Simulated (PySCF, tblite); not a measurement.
beryllium hydride and acetonitrile

A gas-phase complex of beryllium hydride and acetonitrile; neutral, singlet. The structure comes from a short search (6 tight-binding starts) and was relaxed by PBE0-D3(BJ)/def2-TZVPD; another way of binding may lie lower. No frequency run checks that it is a minimum.

Parts: 1 = beryllium hydride ([BeH2]), atoms 1–3; 2 = acetonitrile (CC#N), atoms 4–9.

```xyz
9

Be   -0.074    0.002    0.294
H     0.474   -0.718   -0.730
H     0.318    0.511    1.500
C    -4.197    0.920   -0.493
C    -2.813    0.610   -0.234
N    -1.716    0.367   -0.022
H    -4.578    0.292   -1.301
H    -4.787    0.750    0.409
H    -4.284    1.969   -0.782
```
(Å; atoms numbered from 1)

Contacts between parts, classed by geometry: Be1···N6 1.711 Å (bond).

The parts are joined by the bond Be1–N6, so these are energies of forming such bonds; deforming the relaxed parts to their shape in the adduct costs 9.4 kcal/mol, which the interaction energies leave out.

Interaction energies are complex less parts, with the parts frozen as they stand in it; counterpoise-corrected, in kcal/mol (PySCF).

Problem. Give the interaction energy at each level run.

Solution. 
```csv
level,interaction,superposition error removed
wB97M-D3(BJ)/def2-TZVPD,-25.78,-0.27
PBE0-D3(BJ)/def2-TZVPD,-28.46,-0.27
```

Problem. What holds them together? Decompose the wB97M-D3(BJ)/def2-TZVPD energy: frozen parts, their antisymmetrised product, then relaxation.

Solution. electrostatic -45.6, Pauli repulsion +55.5, orbital relaxation -34.7, dispersion correction -1.2 kcal/mol, which sum to the value before the counterpoise correction; the Pauli term holds the exchange-correlation of the frozen density too. Of the attraction, 56 % is electrostatic, 43 % is orbital relaxation, 2 % is dispersion correction.

The parts were also relaxed and run alone, at the levels used for the complex: shieldings by PBE0/pcSseg-2; core levels by delta-SCF with SCAN, pcX-2 on the ionised atom and pcseg-1 elsewhere, spin-free X2C.

Values alone: shielding of Be1 (ppm): 77.9; shielding of N6 (ppm): -34.6; Be1 1s core level (eV): 121.80.

Problem. How do these values change when the complex forms?

Solution. 
```json
{"property": "shielding of Be1 (ppm)", "alone": "77.9", "in the complex": "87.0", "change": "+9.0"}
{"property": "shielding of N6 (ppm)", "alone": "-34.6", "in the complex": "20.9", "change": "+55.6"}
{"property": "Be1 1s core level (eV)", "alone": "121.80", "in the complex": "118.52", "change": "-3.28"}
```
